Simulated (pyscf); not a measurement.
Optimised with ωB97X-D3(BJ)/def2-SVP in PySCF.

### Question
PBE/def2-TZVP puts the barrier of O=W(=O)(OH)–OH + water (H₂O) -> O=W(OH)(OH)(OH)–OH (addition across a multiple bond or ene-type step; singlet surface; H–O broken, H–O, O–W formed) at 8.7 kcal/mol and the reaction energy at -8.5 kcal/mol, from the separated reactants. What do r²SCAN/def2-TZVP, B3LYP-D3(BJ)/def2-TZVP, ωB97M-D3(BJ)/def2-TZVP give on the same structures?

### Answer
r²SCAN: ΔE‡ = 6.9 kcal/mol, ΔE = -13.2 kcal/mol; B3LYP-D3(BJ): ΔE‡ = 10.5 kcal/mol, ΔE = -10.5 kcal/mol; ωB97M-D3(BJ): ΔE‡ = 11.0 kcal/mol, ΔE = -10.5 kcal/mol. PBE's barrier lies among them. Its reaction energy lies over all of them, by 2.1 to 4.7 kcal/mol. On the reactant side the descent ends in an adduct with a O–W contact, 14.8 kcal/mol under the separated species and 24.0 kcal/mol under the saddle at ωB97X-D3(BJ)/def2-TZVP. What is counted as formed (O–W) is already present as a longer contact in the reactant adduct; forming that adduct is a step of its own. This is the saddle that the search found; another between the same sides may lie lower. Elements past Kr carry the def2 core potentials, without spin-orbit coupling.
